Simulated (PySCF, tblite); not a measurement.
A database entry of computed molecular properties. Lists by class give the value and the number of equivalent atoms.

```json
{
 "formula": "C6H9",
 "smiles": "CC=[C]/C=C\\C",
 "inchi": "InChI=1S/C6H9/c1-3-5-6-4-2/h3-5H,1-2H3/b5-3-,6-4?",
 "charge": 0,
 "multiplicity": 2,
 "geometry_level": "GFN2-xTB",
 "electronic_structure_code": "PySCF",
 "results": {
  "GFN2-xTB geometry": {
   "point_group": "C1",
   "rotational_constants_GHz": [7.796, 1.792, 1.585]
  },
  "GFN2-xTB harmonic vibrations, gas phase": {
   "strongest_ir_bands_cm-1_km_per_mol_modes": [
    [963.3, 42.1, 1],
    [2946.1, 39.9, 1],
    [2976.1, 49.4, 1],
    [3003.6, 46.6, 1],
    [3011.3, 44.4, 1],
    [3086.9, 55.7, 1]
   ],
   "zpe_kcal_per_mol": 78.3
  },
  "UKS B3LYP, pcH-1 on C H, non-relativistic, mean-field spin-orbit, GIAO": {
   "g_iso": 2.00239,
   "g_tensor": [2.00217, 2.00231, 2.00269],
   "s2": 0.775,
   "a_iso_by_class_MHz": [
    ["1H", 98.8, 1],
    ["13C", 62.7, 1],
    ["13C", 61.7, 1],
    ["13C", 51.1, 1],
    ["13C", -50.3, 1]
   ]
  }
 }
}
```

⟨S²⟩ is 0.025 above the pure-spin value S(S + 1) = 0.75. The zero-point energy, half the sum of the 39 harmonic wavenumbers, equals 27370 cm⁻¹ or 327 kJ/mol. The rotational constants make it an asymmetric top with κ = (2B − A − C)/(A − C) = -0.93, nearer the prolate limit (−1). At 9.50 GHz, hν = g·μB·B₀ (B₀ the magnetic field) puts the centre of the isotropic spectrum, to first order, at 339.0 mT. With B = h/(8π²I), that is 505.379 GHz u Å² over I, the principal moments of inertia are 64.8, 282.1 and 318.8 u Å² (most abundant isotopes); the inertial defect Ic − Ia − Ib is -28.1 u Å² (zero for a rigid planar frame, negative otherwise).

Geometry: GFN2-xTB; no solvent or vibrations. In GFN2-xTB open shells enter through the occupations alone, without spin polarisation, so single modes can be far off. Hyperfine couplings depend on the geometry, which wasn't re-optimised at a DFT level. Couplings of like nuclei are plain means over topologically equivalent atoms, as if these changed places fast (by rotation of a methyl-like group, say); in this geometry the members of some sets differ.
